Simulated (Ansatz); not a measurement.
# SiH3+ (quintet): the correlation ladder, cc-pVDZ

The task here is to estimate one member of a computed series from the others.

Method: cc-pVDZ, core rule «outside noble gas», up to 5 orbitals frozen; program: Ansatz 0.2.0, Gaussian basis.

Plan: UHF; CCSD(T) on ROHF; CCSD(T) on UHF; BCCD(T) on ROHF; CISD; CCSDT(Q) on ROHF; CCSDT(Q) on UHF; Full CI.

21 further runs of the same task are left out: 2 for a known fault of the program, 8 that didn't finish, 11 set aside as unsound or not needed.

## The system

The geometry is a PBE0/def2-TZVP stationary point (not a proven minimum) of the parent state, kept for this charge and spin.

4 atoms, charge 1, spin multiplicity 5.

Atoms are counted from 1 here; the program's logs count them from 0.

Bond lengths: Si1–H2 1.492 Å, Si1–H3 1.694 Å, Si1–H4 1.694 Å. Angles: H2–Si1–H3 105.3°, H2–Si1–H4 105.3°, H3–Si1–H4 30.1°.

The first run:

Input file in.yaml:

```yaml
crystal:
  periodic: [false, false, false]
  atoms:
    - {symbol: Si, position_ang: [0.000000, 0.067650, -0.078712]}
    - {symbol: H, position_ang: [0.000000, -1.225497, -0.823444]}
    - {symbol: H, position_ang: [0.439321, -0.329762, 1.508342]}
    - {symbol: H, position_ang: [-0.439321, -0.329762, 1.508342]}
basis:
  gaussian: {orbitals: cc-pVDZ}
total_charge: 1
magnetization: {spin_polarized: true, initial_magnetization: 4}
hamiltonian: {xc: hf}
output: {orbitals: {seedname: orbitals}}
```

Run with:

```sh
$ ansatz run in.yaml --threads 1 --pin off --events-out ev --progress --plain --max-ram 2393MiB
```

Among the steps run: UHF; CCSD(T) on ROHF; CCSD(T) on UHF; BCCD(T) on ROHF; CISD; CCSDT(Q) on ROHF; CCSDT(Q) on UHF; Full CI.

One of the session's tables, all rows but one given; the rest of the session is left out.

```
   method  from FCI (kcal/mol)
     ROHF               +49.65
      UHF               +48.38
     RMP2               +13.80
     UMP2                    ?
     CISD                +1.66
    RCCSD                +1.66
    UCCSD                +1.63
 RCCSD(T)                +0.55
 UCCSD(T)                +0.55
  BCCD(T)                +0.52
   RCCSDT                +0.05
   UCCSDT                +0.05
RCCSDT(Q)                +0.02
UCCSDT(Q)                +0.01
      FCI                    0
```

Estimate the missing values for UMP2.

**Answer.** from FCI (kcal/mol): +13.90. In the column «from FCI (kcal/mol)» it lies between RMP2 (+13.80) and UHF (+48.38).

Caveats from the session: Levels on UHF freeze UHF's core orbitals, full CI those of ROHF, so the U rows can settle a little off it for that reason alone. Restricted and unrestricted rows rest on different reference determinants; where their highest levels disagree by more than a few hundredths of an eV, they describe different states and don't form one ladder.
